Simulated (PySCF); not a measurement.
Telling isomers of C4H7N apart by NMR

- geometry: PBE0-D3(BJ)/def2-SVP
- couplings computed with B3LYP/pcJ-1 (spin–dipole term left out of most H,H and C,H couplings)
- PBE0/pcSseg-1 with gauge-including orbitals
- program: PySCF 2.14.0 with density-fitted response routines
- no relativistic terms, gas phase, one averaged value for each set of equivalent atoms, a single conformation

References, each an isolated molecule treated in the same way: TMS for 1H (31.27 ppm), 13C (184.41 ppm). Multiplet labels drop J under 1 Hz and among equivalent protons, and merge close values. Unscaled 3J(H,H) run several per cent high. Shifts are as computed. Against solution values, carbons near 30 ppm lie about +2 ppm off and those near 130 ppm about +5 ppm. Of 1211 compounds with measured shifts, 218 miss one by over three times the rms of a fit or turn the order of signals round; such compounds aren't used in these exercises. OH and NH positions are gas-phase values without hydrogen bonding to other molecules.

(1) Tabulate the signals of `C#CCNC`, `C=C/N=C\C`, `N[C@@H]1C=CC1`, `C=CN1CC1` and their relative energies.

(2) What is the quickest way to tell C#CCNC from N[C@@H]1C=CC1?

(3) What is the quickest way to tell C=C/N=C\C from N[C@@H]1C=CC1?

(4) What is the quickest way to tell C#CCNC from C=C/N=C\C?

## Answers

(1) 
```tsv
SMILES	carbon types	δC	δH	E rel. (kcal/mol)
C#CCNC	1×C 1×CH 1×CH2 1×CH3	85.6, 76.4, 42.5, 37.8	3.15 (d, 2H), 2.36 (s, 3H), 2.00 (t, 1H), -0.39 (br s, 1H)	26.9
C=C/N=C\C	2×CH 1×CH2 1×CH3	163.9, 151.4, 99.8, 18.7	7.54 (qd, 1H), 7.05 (d of d of quint, 1H), 4.42 (dd, 1H), 4.20 (dd, 1H), 1.97 (dd, 3H)	0.0
N[C@@H]1C=CC1	3×CH 1×CH2	151.1, 145.1, 58.1, 48.0	6.35 (dt, 1H), 6.27 (dt, 1H), 3.80 (dt, 1H), 2.87 (ddd, 1H), 1.82 (dq, 1H), 0.51 (br s, 2H)	9.0
C=CN1CC1	1×CH 3×CH2	154.2, 99.1, 26.0	6.39 (dd, 1H), 4.43 (d, 1H), 4.42 (d, 1H), 1.57 (s, 4H)	14.5
```

Energies are electronic energies at PBE0/pcSseg-1 on these geometries, without zero-point or thermal terms, each for the one conformer computed, which needn't be the lowest.

(2) Both give the same number of carbon signals, but DEPT or the intensities differ. The first has an alkyne carbon (C) at 85.6 ppm, the second an alkene CH at 151.1 ppm. In the proton spectra the most deshielded non-exchanging signals are 3.15 (d, J = 3.9 Hz, 2H) and 6.35 (dt, J = 3.3, 1.8 Hz, 1H).

(3) Both give the same number of carbon signals, but DEPT or the intensities differ. The first has a methyl carbon (CH3) at 18.7 ppm, the second an allylic sp3 CH bonded to N at 58.1 ppm. Their most deshielded carbons lie at 163.9 and 151.1 ppm. In the proton spectra the most deshielded non-exchanging signals are 7.54 (qd, J = 6.1, 2.7 Hz, 1H) and 6.35 (dt, J = 3.3, 1.8 Hz, 1H).

(4) Both give the same number of carbon signals, but DEPT or the intensities differ. The first has an alkyne carbon (C) at 85.6 ppm, the second a C=N carbon (CH) at 163.9 ppm. In the proton spectra the most deshielded non-exchanging signals are 3.15 (d, J = 3.9 Hz, 2H) and 7.54 (qd, J = 6.1, 2.7 Hz, 1H).
